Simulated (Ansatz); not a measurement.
Process, species as SMILES: O=[CH] (CH-O) → O=[CH-] (an electron is taken up)
B3LYP-D3(BJ)/def2-TZVP geometries, fixed; electronic energies without zero-point terms; positive where energy is released.
Largest species:
```xyz
3

C      0.0497     0.5837    -0.0011
O      0.0741    -0.5878    -0.0009
H     -0.8911     1.2003     0.0145
```
Charge 0, spin multiplicity 2.

Effect of a fitting basis named in the input at HF/aug-cc-pVTZ with Ansatz (a program for electronic structure), against the last row, where the adiabatic electron affinity is -0.89 eV (the electron is unbound at this level). Open shells are unrestricted. The default fits or decomposes integrals by the program's own choice; accuracy: high also tightens integrals, grids and stops.

| setting | largest shift of a total energy (mEh) | shift of the adiabatic electron affinity (eV) |
|---|---|---|
| fitting: def2-SV(P)-JKFIT | 0.061 | 0.001 |
| fitting: def2-universal-JKFIT | 0.061 | 0.001 |
| fitting: cc-pVTZ-JKFIT | 0.085 | 0.003 |
| fitting: cc-pVQZ-JKFIT | -0.060 | 0.002 |
| fitting: cc-pV5Z-JKFIT | -0.054 | 0.002 |
| accuracy: high | -0.003 | 0.000 |
| accuracy: medium (default) | 0.000 | 0.000 |

Within 0.002 eV in the adiabatic electron affinity: fitting: def2-SV(P)-JKFIT; fitting: def2-universal-JKFIT; fitting: cc-pVQZ-JKFIT; fitting: cc-pV5Z-JKFIT; accuracy: high. The largest shift is 0.085 mEh in a total energy and 0.003 eV in the difference.
